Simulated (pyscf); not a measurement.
Optimised with ωB97X-D3(BJ)/def2-SVP in PySCF.

**Question.** Estimate by transition-state theory the rate constant of HO–AsH₂ (SMILES O[AsH2]) + GaH₃ (SMILES [GaH3]) → AsH₃ (SMILES [AsH3]) + HO–GaH₂ (SMILES [OH][GaH2]) (singlet surface; As–O, Ga–H broken, As–H, Ga–O formed) at 600 K, with ωB97M-D3(BJ)/def2-TZVP energies (ideal gas, 1 atm, RRHO with modes under 100 cm⁻¹ raised to 100, one conformer, R ln 2 for chiral ones without a mode under 150 cm⁻¹; no tunnelling).

**Answer.** The electronic barrier is 4.8 kcal/mol and the thermal terms add +23.0, so ΔG‡ = 27.8 kcal/mol. With k_BT/h = 1.25e+13 s⁻¹ and RT = 1.192 kcal/mol, and a volume of 8.18e-20 cm³ per molecule at 1 atm, k = 7.7e-17 cm³ molecule⁻¹ s⁻¹. Wigner's tunnelling factor for 545i cm⁻¹ would be 1.07. A shift of 1 kcal/mol in the barrier changes k by a factor 2.3. On the reactant side the descent ends in an adduct with a Ga–O contact, 18.2 kcal/mol under the separated species and 19.2 kcal/mol under the saddle at ωB97X-D3(BJ)/def2-TZVP. What is counted as formed (Ga–O) is already present as a longer contact in the reactant adduct; forming that adduct is a step of its own. At ωB97X-D3(BJ)/def2-TZVP the barrier from the zero used here is 1.0 kcal/mol. This is the saddle that the search found; another between the same sides may lie lower. Elements up to Kr have no core potential and no relativistic terms here.
